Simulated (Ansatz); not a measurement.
System: pyrite RuS₂. Method: BLYP in Ansatz (PAW).

Numerical settings: plane-wave cutoff 520 eV, 6×6×6 k mesh, Fermi–Dirac smearing 0.01 eV, no spin polarisation, scalar-relativistic PAW data made under PBE.

Cell (measured lattice):

```
CELL_PARAMETERS angstrom
      5.61000     0.00000     0.00000
      0.00000     5.61000     0.00000
      0.00000     0.00000     5.61000
ATOMIC_POSITIONS crystal
  Ru 0.00000 0.50000 0.50000
  Ru 0.50000 0.00000 0.50000
  Ru 0.00000 0.00000 0.00000
  Ru 0.50000 0.50000 0.00000
  S  0.61378 0.88622 0.11378
  S  0.11378 0.61378 0.88622
  S  0.61378 0.61378 0.61378
  S  0.38622 0.38622 0.38622
  S  0.88622 0.11378 0.61378
  S  0.88622 0.38622 0.11378
  S  0.11378 0.88622 0.38622
  S  0.38622 0.11378 0.88622
```

Q: Estimate the band gap and smallest direct gap on the k points sampled that the calculation returns.

A: 
- band gap = 0.58 eV
- smallest direct gap on the k points sampled = 0.86 eV

Note: cell and atoms aren't relaxed at this level (largest force component 0.05 eV/Å, pressure 14.8 GPa).

Spin–orbit coupling is not included.

Static lattice: no zero-point or thermal effects.

Ansatz is a quantum-chemistry and plane-wave program.
